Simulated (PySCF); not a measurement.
Species: H₂O₃S.
Cartesian coordinates in Å at the PBE0-D3(BJ)/def2-SVP level; atoms count from 1:
```
atom  x, y, z in Å
O1    -0.988   -1.196   -0.774
S2    -0.415   -0.058   -0.109
O3    -0.430    1.279   -0.661
O4     1.118   -0.415    0.256
H5    -0.915   -0.016    1.164
H6     1.650    0.377    0.082
```

Computed with PBE0-D3(BJ)/def2-SVP geometry optimisation, gas phase in PySCF 2.14.0.

Masses are those of the commonest isotopes; rigid-rotor values at the optimised geometry. The values belong to one conformer with, in the numbering `[O:1]=[SH:2](=[O:3])[OH:4]`, O1–S2–O4–H 139°.

Question: What are A, B and C (GHz)?

Answer: Ia = 55.97, Ib = 59.25, Ic = 103.63 u·Å²; 505379 MHz·u·Å²/I gives 9029, 8529 and 4877 MHz, that is A = 9.0293, B = 8.5293, C = 4.8770 GHz.

Question: Classify the top.

Answer: An asymmetric top; Ray's κ = 0.759.

Question: What does the inertial defect say?

Answer: Not planar: Δ = Ic − Ia − Ib = -11.60 u·Å². For a rigid frame Δ = −2 Σ m c², so Σ m c² = 5.80 u·Å² lies off the ab plane: 2.73 from hydrogen and 3.07 from heavier atoms. The atom farthest from that plane is 1.59 Å away.

Question: Give the other two planar moments, Paa and Pbb, and the rms extents of the mass along the axes.

Answer: Paa = Σ m a² = (Ib + Ic − Ia)/2 = 53.45 and Pbb = Σ m b² = (Ia + Ic − Ib)/2 = 50.17 u·Å². With the mass M = 81.97 u, the rms extents √(P/M) along a, b and c are 0.81, 0.78, 0.27 Å.

Question: List the rotational levels J(Ka,Kc) to J = 3 (K).

Answer: Above 0(0,0), as E/k:
J = 1: 1(0,1) 0.643, 1(1,1) 0.667, 1(1,0) 0.843
J = 2: 2(0,2) 1.777, 2(1,2) 1.779, 2(1,1) 2.305, 2(2,1) 2.377, 2(2,0) 2.530
J = 3: 3(0,3) 3.369, 3(1,3) 3.369, 3(1,2) 4.296, 3(2,2) 4.307, 3(2,1) 4.798, 3(3,1) 4.942, 3(3,0) 5.067
Those of J = 1 are B + C, A + C and A + B.

Question: Predict some low-J microwave lines.

Answer: The dipole components are |μa| = 2.32 D, |μb| = 0.89 D, |μc| = 1.79 D. Intensities carry the squares of the components, which stand as 1.00 : 0.15 : 0.59 (a : b : c). Some of the stronger lines:

```csv
type,branch,"J(Ka,Kc)",MHz,lower level (cm⁻¹)
c,Q,"4(4,1) ← 4(3,1)",4979,5.648
b,Q,"4(3,1) ← 4(2,2)",9997,5.314
b,Q,"2(1,1) ← 2(0,2)",11005,1.235
b,Q,"3(2,2) ← 3(1,3)",19540,2.342
b,R,"2(0,2) ← 1(1,1)",23112,0.464
a,R,"2(1,2) ← 1(1,1)",23160,0.464
a,Q,"4(1,3) ← 4(1,4)",27217,3.773
b,R,"2(2,0) ← 1(1,1)",38817,0.464
a,R,"3(2,2) ← 2(2,1)",40219,1.652
a,R,"4(0,4) ← 3(0,3)",42912,2.342
b,R,"3(3,1) ← 2(2,0)",50254,1.759
b,R,"3(3,0) ← 2(2,1)",56065,1.652
a,R,"4(3,2) ← 3(3,1)",57036,3.435
a,R,"4(2,2) ← 3(2,1)",59342,3.335
c,R,"4(3,1) ← 3(2,1)",69339,3.335
c,R,"4(3,2) ← 3(2,2)",70272,2.993
b,R,"4(3,1) ← 3(2,2)",79578,2.993
```

PBE0-D3(BJ)/def2-SVP frequencies: not computed here. No vibrational averaging or centrifugal distortion is included, and the geometry carries the error of its method.

The run took 22 s wall on an Arm Neoverse N1 with one thread, no GPU, on a shared host, and the process peaked at 0.31 GiB of memory. This is the geometry optimisation.
